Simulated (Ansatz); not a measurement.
System: fcc Cu. Method: PBE0 (Ansatz, a program for electronic structure, PAW).

Run with plane-wave cutoff 460 eV, 16×16×16 k mesh, Fermi–Dirac smearing 0.05 eV, no spin polarisation, scalar-relativistic PAW data made under PBE.

Cell (relaxed at this level):

```
CELL_PARAMETERS angstrom
      0.00000     1.81528     1.81528
      1.81528     0.00000     1.81528
      1.81528     1.81528     0.00000
ATOMIC_POSITIONS crystal
  Cu 0.00000 0.00000 0.00000
```

Task: What does this level give for the bulk modulus and pressure derivative B′ of the bulk modulus?

Result: 
- bulk modulus: 130 GPa
- pressure derivative B′ of the bulk modulus: 5.2

Measured, for comparison: bulk modulus 144 GPa (0 K value with the zero-point phonon effect removed, our sources range from 140 to 145; as tabulated in Mejia-Rodriguez and Trickey (2018), arXiv:1807.09216). Computed (rounded) less measured: bulk modulus -10 % (-7 % to -10 % over the range).
